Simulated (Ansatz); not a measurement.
Single points on (H2Al-mu-H)3 (Al3H9).

```yaml
crystal:
  periodic: [false, false, false]
  atoms:
    - {symbol: Al, position_ang: [-0.696364, 0.968140, -0.874167]}
    - {symbol: H, position_ang: [-1.438419, 1.995115, -1.799887]}
    - {symbol: H, position_ang: [-0.862184, 1.191410, 0.891119]}
    - {symbol: H, position_ang: [0.955859, 1.393915, -0.340099]}
    - {symbol: Al, position_ang: [0.750125, 0.477196, 1.181391]}
    - {symbol: H, position_ang: [1.532095, -0.765595, 0.164951]}
    - {symbol: H, position_ang: [1.543427, 0.983640, 2.436925]}
    - {symbol: H, position_ang: [-0.285112, -0.965950, 1.397954]}
    - {symbol: Al, position_ang: [-0.053751, -1.445367, -0.307299]}
    - {symbol: H, position_ang: [-0.104830, -2.978659, -0.636691]}
    - {symbol: H, position_ang: [-1.579781, -0.526779, -0.441779]}
    - {symbol: H, position_ang: [0.238924, -0.327065, -1.672430]}
basis:
  gaussian: {orbitals: def2-TZVP, initial_orbitals: start.molden}
hamiltonian: {xc: pbe}
correlation: {method: rpa}
scf: {omitted_lower_state_checks: [starts]}
```

The file start.molden holds the orbitals of an earlier run on this structure, at another level or in another basis.

```sh
$ ansatz run in.yaml --threads 4 --pin off --events-out ev --progress --plain --max-ram 3916MiB
```

Shortened log:

```
Functional definition: PBE
1116 factors; integrals over basis functions are off by at most 1.2e-3 eV
mean field evaluation 1: about -19924.4639 eV, gradient 1.1e1 eV
mean field evaluation 2: about -19924.5684 eV, gradient 1.5e-1 eV
mean field evaluation 4: about -19924.5526 eV, gradient 2.0e-4 eV
mean field evaluation 8: about -19924.5526 eV, gradient 1.2e-6 eV
mean field -19924.55261456 eV, -732.2138032382 hartree, gradient 1.2e-6 eV, S^2 0.000000; 0 other end points of the search recorded, 0 dependent functions left out
15 core orbitals not correlated: weight in the atoms' cores, before any rotation towards them, 1.000 or more for the frozen orbitals, at most 0.000 for the correlated occupied ones
reference -19887.87028862 eV, -730.8657526242 hartree; 9, 9 occupied and 141, 141 virtual orbitals, 1116 factors
Total energy: -19905.91423197 eV, -731.5288553118 hartree
Checks for a lower state left out: starts
```

Run time 2.3 s (4 threads of Arm Neoverse V2 on a shared host).

As the first input, with `correlation: {method: mp2}`, `output: {orbitals: {seedname: orbitals}}` and without the key `hamiltonian` (abridged; 1.1 s):

```
Functional definition: HF
mean field -19889.44538896 eV, -730.9236364942 hartree, gradient 2.3e-6 eV, S^2 0.000000
15 core orbitals not correlated: weight in the atoms' cores, before any rotation towards them, 1.000 or more for the frozen orbitals, at most 0.000 for the correlated occupied ones
second order -8.18365816 eV of doubles, -0.00000000 eV of singles
Total energy: -19897.62904712 eV, -731.2243803844 hartree
Checks for a lower state left out: starts
```

The first input with `hamiltonian: {xc: lda}`, `output: {orbitals: {seedname: orbitals}}` and without the key `correlation` (abridged; 0.75 s):

```
Functional definition: SPW92
mean field -19847.89491759 eV, -729.3966848352 hartree, gradient 2.7e-5 eV, S^2 0.000000
Total energy: -19847.89497246 eV, -729.3966868515 hartree
Checks for a lower state left out: starts
```

First input, but with `hamiltonian: {xc: {name: LC-wPBE, parameters: {omega: 0.2/bohr}}}`, `output: {orbitals: {seedname: orbitals}}` and without the key `correlation` (abridged; 1.5 s):

```
Functional definition: LC-wPBE
mean field -19927.63049053 eV, -732.3269130939 hartree, gradient 1.5e-5 eV, S^2 0.000000
Total energy: -19927.63049057 eV, -732.3269130954 hartree
Checks for a lower state left out: starts
```

First input, but with `hamiltonian: {xc: {name: revPBE}, dispersion: d4}`, `output: {orbitals: {seedname: orbitals}}` and without the key `correlation` (abridged; 1.3 s):

```
Functional definition: revPBE
mean field -19932.03077949 eV, -732.4886207306 hartree, gradient 7.2e-6 eV, S^2 0.000000
Total energy: -19932.77884067 eV, -732.5161114720 hartree
Checks for a lower state left out: starts
```

Geometry: r2SCAN-D4/def2-SVP.

Correlated methods freeze 15 core orbitals.
